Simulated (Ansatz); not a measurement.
Ansatz (a first-principles code) input (B3LYP/6-31+G*): The .json file is the Basis Set Exchange's 6-31+G*.

Ansatz 0.2 input:
```yaml
crystal:
  periodic: [false, false, false]
  atoms:
    - {symbol: C, position_ang: [0.12308422, 0.72061912, -0.00429280]}
    - {symbol: N, position_ang: [-0.08838777, -0.65459201, 0.00350807]}
    - {symbol: H, position_ang: [-0.49686671, -1.03048228, 0.84594274]}
    - {symbol: H, position_ang: [-0.52475103, -1.03565837, -0.82245818]}
    - {symbol: H, position_ang: [0.46644963, 1.16516893, 0.91843734]}
    - {symbol: H, position_ang: [0.43537713, 1.15940103, -0.94072157]}
basis:
  gaussian:
    orbitals: 6-31+G_.json
hamiltonian:
  xc: {name: B3LYP}
magnetization: {spin_polarized: true, initial_magnetization: 1}
output: {forces: true}
```

**Question.** What final total energy does it give?

**Answer.** -95.20518 Eh.
